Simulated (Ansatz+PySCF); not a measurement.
## singlet CH3NO: levels of theory in one basis

```yaml
atoms:
  - { symbol: C, position_ang: [0.0000, -0.3788, -0.0481] }
  - { symbol: O, position_ang: [0.0000, -0.3593, 1.0615] }
  - { symbol: N, position_ang: [0.0000, 0.6255, -0.7860] }
  - { symbol: H, position_ang: [0.0000, -1.2539, -0.5904] }
  - { symbol: H, position_ang: [0.0000, 0.5492, -1.7118] }
  - { symbol: H, position_ang: [0.0000, 1.4732, -0.3992] }
```

Basis set: def2-SVP (spherical functions). Correlated methods keep 3 orbitals frozen. Charge 0, multiplicity 1.

Computed with Ansatz (development build ahead of 0.2.0); each method stands on the lowest determinant of its kind that the runs found. NEVPT2 correlates all electrons. Active spaces start from the frontier orbitals, and the lowest solution found is given.

```csv
method,E − E(RHF) (eV),<S²> of the determinant
RHF,0.00,0.00
RHF-MP2,-12.64,–
RHF-CCSD,-13.18,–
"CASSCF(4,3)",-0.64,–
"SC-NEVPT2(4,3)",-12.81,–
```

Q: What does RHF-CCSD(T) give on the same scale?

A: -13.52 eV.

Q: Is a single determinant a sound starting point here?

A: By this sign, yes. Unrestricted orbitals gain 0.00 eV and <S²> is 0.00 against 0.00 for a pure state. The CASSCF(4,3) natural occupations are 2.00, 1.96, 0.04.

Caution for CASSCF(4,3): other starts end on other solutions of this active space.
